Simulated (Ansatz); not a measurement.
Species: cyclobutane, C4H8 (charge 0, singlet). 
Geometry from a B3LYP-D3(BJ)/def2-TZVP (Ansatz, an electronic-structure program) optimisation:
```
C
H 1 1.0899
H 1 1.0911 2 108.56
C 1 1.5494 2 117.79 3 127.92
H 4 1.0899 1 117.79 2 -99.90
H 4 1.0911 5 108.56 1 -127.92
C 1 1.5494 2 117.79 3 -127.92
H 7 1.0899 1 117.79 2 99.90
H 7 1.0911 8 108.56 1 127.92
C 7 1.5494 8 117.79 9 127.92
H 10 1.0899 7 117.79 8 -99.90
H 10 1.0911 11 108.56 4 127.92
```

Basis-set convergence of Hartree-Fock and CCSD correlation energies (hartree) with Ansatz. Correlated levels leave the core frozen unless marked. Spin-orbit coupling is left out. Non-relativistic.

| basis | functions | E(HF) | E(corr, CCSD) |
|---|---|---|---|
| cc-pVDZ | 96 | -156.10740 | -0.62056 |
| cc-pVTZ | 232 | [?] | [?] |

Problem. What belongs in the gaps?

Solution. 
- cc-pVTZ, E(HF): -156.15020
- cc-pVTZ, E(corr, CCSD): -0.73343
